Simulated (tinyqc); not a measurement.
Inside a calculation. Method: harmonic frequencies on the RHF/sto-3g surface (energies and gradients from PySCF), for CH3+, spin multiplicity 1. Computed by tinyqc, a small Python program that keeps every step (integrals from PySCF). Settings: charge = 1, multiplicity = 1, basis = sto-3g, delta = 0.005. Command: `OMP_NUM_THREADS=1 python tinyqc.py 26636 26637 out.jsonl` (the two numbers bound the seeds that draw the settings). One thread of a shared host (Intel(R) Xeon(R) Processor @ 2.60GHz), about 3 s of CPU time with the checks.

## One row of the Hessian: 4Hy

optimised positions (bohr), order 1C, 2H, 3H, 4H:
$$\begin{pmatrix}
-0.021256 & -0.017008 & 0.003781 \\
2.093901 & -0.057105 & 0.086254 \\
-1.041980 & 1.835358 & -0.091866 \\
-1.115703 & -1.829275 & 0.016949
\end{pmatrix}$$

gradient at +delta (hartree/bohr), order 1C, 2H, 3H, 4H:
$$\begin{pmatrix}
-0.00081510 & -0.00171456 & 0.00001198 \\
0.00001090 & 0.00005812 & 0.00000167 \\
-0.00006528 & -0.00003759 & 0.00000167 \\
0.00086948 & 0.00169403 & -0.00001531
\end{pmatrix}$$

gradient at -delta (hartree/bohr), order 1C, 2H, 3H, 4H:
$$\begin{pmatrix}
0.00080376 & 0.00170166 & -0.00001088 \\
-0.00001350 & -0.00005744 & -0.00000209 \\
0.00006641 & 0.00003199 & -0.00000174 \\
-0.00085667 & -0.00167620 & 0.00001471
\end{pmatrix}$$

Displace 4Hy by +/-0.005 bohr; H(k, :) = (g(+) - g(-)) / (2 delta).

row of the Hessian (hartree/bohr^2): 1Cx -0.16188586, 1Cy -0.34162204, 1Cz 0.00228571, 2Hx 0.00243992, 2Hy 0.01155625, 2Hz 0.00037605, 3Hx -0.01316889, 3Hy -0.00695730, 3Hz 0.00034048, 4Hx 0.17261483, 4Hy 0.33702309, 4Hz -0.00300224

## Hessian by finite differences

All rows are made in the same way, and the matrix is symmetrised.

Hessian (symmetrised) (hartree/bohr^2):
```
             1Cx          1Cy          1Cz          2Hx          2Hy          2Hz          3Hx          3Hy
1Cx   0.76864380   0.00067846   0.02230701  -0.43870656   0.00690854  -0.01466277  -0.15860635   0.15429586
1Cy   0.00067846   0.76895782  -0.01769120   0.00690878  -0.07371769   0.00060800   0.15429630  -0.35361873
1Cz   0.02230701  -0.01769120   0.18881021  -0.01466289   0.00060800  -0.06305354  -0.00839387   0.01479754
2Hx  -0.43870656   0.00690878  -0.01466289   0.44051770  -0.00734400   0.01634553  -0.00048485  -0.00200464
2Hy   0.00690854  -0.07371769   0.00060800  -0.00734400   0.05139883  -0.00121358   0.02335220   0.01076299
2Hz  -0.01466277   0.00060800  -0.06305354   0.01634553  -0.00121358   0.02148925  -0.00153004   0.00022953
3Hx  -0.15860635   0.15429630  -0.00839387  -0.00048485   0.02335220  -0.00153004   0.14189225  -0.16447940
3Hy   0.15429586  -0.35361873   0.01479754  -0.00200464   0.01076299   0.00022953  -0.16447940   0.34981310
3Hz  -0.00839390   0.01479765  -0.06324466  -0.00075746   0.00120357   0.02075811   0.00966195  -0.01634168
4Hx  -0.17133137  -0.16188354   0.00074976  -0.00132641  -0.02291674  -0.00015274   0.01719926   0.01218824
4Hy  -0.16188286  -0.34162189   0.00228566   0.00243986   0.01155619   0.00037605  -0.01316893  -0.00695729
4Hz   0.00074969   0.00228553  -0.06251280  -0.00092519  -0.00059798   0.02080645   0.00026195   0.00131463

             3Hz          4Hx          4Hy          4Hz
1Cx  -0.00839390  -0.17133137  -0.16188286   0.00074969
1Cy   0.01479765  -0.16188354  -0.34162189   0.00228553
1Cz  -0.06324466   0.00074976   0.00228566  -0.06251280
2Hx  -0.00075746  -0.00132641   0.00243986  -0.00092519
2Hy   0.00120357  -0.02291674   0.01155619  -0.00059798
2Hz   0.02075811  -0.00015274   0.00037605   0.02080645
3Hx   0.00966195   0.01719926  -0.01316893   0.00026195
3Hy  -0.01634168   0.01218824  -0.00695729   0.00131463
3Hz   0.02169274  -0.00051058   0.00034048   0.02079408
4Hx  -0.00051058   0.15545882   0.17261186  -0.00008644
4Hy   0.00034048   0.17261186   0.33702309  -0.00300218
4Hz   0.02079408  -0.00008644  -0.00300218   0.02091254
```

## Normal modes

masses (u): 1C 12.000000, 2H 1.007825, 3H 1.007825, 4H 1.007825

Diagonalise H_ij / sqrt(m_i m_j); the 6 smallest eigenvalues belong to translations and rotations; wavenumber = sqrt(eigenvalue / 1822.888) x 219474.63; each mode has its largest component positive (the first on a tie); zero-point energy = sum of wavenumbers / 2, with 349.755 1/cm per kcal/mol.

eigenvalues of the mass-weighted Hessian (hartree/(bohr^2 u)): [-0.000002, 0.000000, 0.000000, 0.000000, 0.000000, 0.000001, 0.077605, 0.084787, 0.084789, 0.434989, 0.494967, 0.494972]

harmonic wavenumbers of the vibrations (1/cm): [1432.0, 1496.8, 1496.8, 3390.3, 3616.5, 3616.6]

mass-weighted modes, order 1Cx, 1Cy, 1Cz, 2Hx, 2Hy, 2Hz, 3Hx, 3Hy, 3Hz, 4Hx, 4Hy, 4Hz:
$$\begin{pmatrix}
0.017216 & -0.293228 & -0.020161 & 0.000016 & -0.093066 & -0.325427 \\
-0.013653 & 0.019824 & -0.293331 & 0.000010 & -0.325625 & 0.092710 \\
-0.448069 & -0.011873 & 0.008166 & 0.000001 & 0.006345 & -0.015326 \\
-0.019796 & -0.098157 & 0.010816 & 0.576771 & 0.196364 & 0.741912 \\
0.015709 & -0.035687 & 0.772942 & -0.010934 & 0.006962 & -0.016889 \\
0.515376 & -0.002678 & -0.023137 & 0.022489 & 0.007331 & 0.029014 \\
-0.019802 & 0.544275 & 0.406462 & -0.278351 & -0.255948 & 0.267839 \\
0.015698 & 0.360826 & 0.130779 & 0.505144 & 0.480623 & -0.469821 \\
0.515373 & 0.009920 & 0.011626 & -0.026083 & -0.024475 & 0.024603 \\
-0.019807 & 0.565706 & -0.347708 & -0.298477 & 0.380720 & 0.113177 \\
0.015706 & -0.393544 & 0.108460 & -0.494245 & 0.636026 & 0.166801 \\
0.515377 & 0.033728 & -0.016666 & 0.003591 & -0.004751 & -0.000734
\end{pmatrix}$$

zero-point energy = 21.513764 kcal/mol

Within a degenerate level the vectors are fixed only up to a rotation; this is one choice.
